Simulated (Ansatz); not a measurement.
## What a trial cell of BiPb3 relaxes into

Theory: Ansatz 0.2.0, DFT PBE, scalar-relativistic, plane waves, PAW. Cutoff 420 eV, Γ-centred k mesh, Gaussian smearing, no spin polarisation in the final step.

BiPb3 was placed on the TiAl3 (D0_22) structure type (I4/mmm, No. 139), with Bi in place of Ti, Pb in place of Al, at a guessed volume.

```yaml
crystal:
  lattice:
    - [-2.40202, 2.40202, 5.36555]
    - [2.40202, -2.40202, 5.36555]
    - [2.40202, 2.40202, -5.36555]
  atoms:
    - { symbol: Bi, position: [0.00000, 0.00000, 0.00000] }
    - { symbol: Pb, position: [0.50000, 0.50000, 0.00000] }
    - { symbol: Pb, position: [0.25000, 0.75000, 0.50000] }
    - { symbol: Pb, position: [0.75000, 0.25000, 0.50000] }
```

Cell and atoms relax at zero pressure; the relaxation can't lower the symmetry of the start.

Energies over the elements count from the elements' standard structures at the same level, with no empirical corrections.

Problem. Describe the relaxed structure.

Solution. It keeps I4/mmm (No. 139). The result has the TiAl3 (D0_22) structure. Conventional cell: a = 5.016 Å, c = 10.246 Å. Bi has 12 Pb at 3.55–3.58 Å; around Pb on Wyckoff site b (1 atom of the primitive cell) lie 4 Bi at 3.55 Å and 8 Pb at 3.58 Å; Pb on Wyckoff site d (2 atoms of the primitive cell) has 8 Pb at 3.55–3.58 Å and 4 Bi at 3.58 Å.

```cif
data_structure
_symmetry_space_group_name_H-M 'I4/mmm'
_symmetry_Int_Tables_number 139
_cell_length_a 5.0157
_cell_length_b 5.0157
_cell_length_c 10.2464
_cell_angle_alpha 90.000
_cell_angle_beta 90.000
_cell_angle_gamma 90.000
_cell_volume 257.77
loop_
_atom_site_label
_atom_site_type_symbol
_atom_site_symmetry_multiplicity
_atom_site_Wyckoff_symbol
_atom_site_fract_x
_atom_site_fract_y
_atom_site_fract_z
_atom_site_occupancy
Bi1 Bi 2 a 0.00000 0.00000 0.00000 1
Pb1 Pb 2 b 0.50000 0.50000 0.00000 1
Pb2 Pb 4 d 0.50000 0.00000 0.25000 1
```

Problem. What are its volume, energy, density and gap?

Solution. The volume per atom is 32.22 Å³ and the density is 10.70 g/cm³. The energy over the elements is 0.01 eV/atom and the gap on the 14×14×14 mesh is 0 eV (a metal).

The final run used a 14×14×14 mesh on its 4-atom cell and 0.10 eV smearing. For metals, differences of a few meV/atom aren't resolved. Spin–orbit coupling is left out. A structure relaxed within its symmetry needn't be a true minimum.

Cost: 2 runs of about 5.1 core-minutes in all, on Intel Xeon Platinum 8488C (Sapphire Rapids) (shared hosts).